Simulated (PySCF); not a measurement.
Compound: C₃H₄N₂.
SMILES: `[H]/N=C(/C)C#N`

The closed-shell ground state was solved at several levels (PySCF, density fitting, gas phase, non-relativistic). Geometry: PBE0-D3(BJ)/def2-SVP; no solvent, vibrations or thermal averaging.

```csv
level,basis functions,HOMO (eV),LUMO (eV),gap (eV),dipole (D)
B3LYP/pcSseg-2,236,-8.56,-2.29,6.27,2.01
PBE0/pcSseg-1,105,-8.78,-1.97,6.81,1.90
B3LYP/pcJ-1,175,-8.49,-2.18,6.31,1.88
```

Estimate the row for wB97X-D/def2-SVPD, a basis of 132 functions; the other rows only guide the guess.

HOMO -10.76 eV, LUMO -0.27 eV, gap 10.49 eV, dipole 2.02 D.

Over all these levels, which gives the widest orbital gap and which the narrowest?

wB97X-D/def2-SVPD (range-separated hybrid) has the widest, 10.49 eV, and B3LYP/pcSseg-2 (global hybrid, 20 % exact exchange) the narrowest, 6.27 eV. Functional and basis both differ between the two, so the spread mixes both effects.

How far do the dipole and the HOMO energy spread over the levels?

The dipole runs from 1.88 to 2.02 D (mean 1.95 D) and the HOMO from -10.76 to -8.49 eV.
